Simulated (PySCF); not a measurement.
# NaP at MN15

Computed with MN15; Na x2c-TZVPPall, P x2c-TZVPPall; spin-free X2C with a Gaussian nucleus (PySCF 2.14).

```json
{"state": "³Σ⁻ (triplet), unpaired electrons π ↑↑", "bond length": "2.667 Å", "harmonic wavenumber": "270 cm⁻¹", "force constant": "0.568 mdyn/Å", "rotational constant Be": "0.1796 cm⁻¹", "anharmonicity ωexe": "1.52 cm⁻¹", "vibration–rotation constant αe": "0.00142 cm⁻¹", "well depth De to Na + P": "31.6 kcal/mol", "dissociation energy D0": "31.2 kcal/mol", "bond order (Mayer)": "0.92", "dipole moment (positive dipole means Na(−)P(+))": "-6.74 D"}
```

The state was picked by a PBE0 search and need not be the measured ground state.
